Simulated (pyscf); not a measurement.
Optimised with ωB97X-D3(BJ)/def2-SVP in PySCF. Correlated levels are frozen-core, on RHF or UHF. ΔMP2 is the change of the MP2 total energy from the triple- to the quadruple-zeta basis.

**Question.** HO–B(F)–F → O=B–F + hydrogen fluoride (HF)
Surface: singlet. Broken: H–O, B–F. Formed: F–H. Give ΔE‡ and ΔE from CCSD(T)/def2-TZVPP + ΔMP2(QZVPP), relative to the reactant's lowest minimum found.

**Answer.** ΔE‡ = 278.8 kJ/mol, ΔE = +250.1 kJ/mol. Zero-point energy shifts the barrier by -14.0 kJ/mol. It is an elimination, with an imaginary mode of 842i cm⁻¹. On the product side the descent ends in a complex, 25.7 kJ/mol under the separated species and 40.8 kJ/mol under the saddle at ωB97X-D3(BJ)/def2-TZVP. One saddle was located; it need not be the lowest between these sides. The CCSD(T) − MP2 part came from Ansatz, without density fitting, on the same reference.
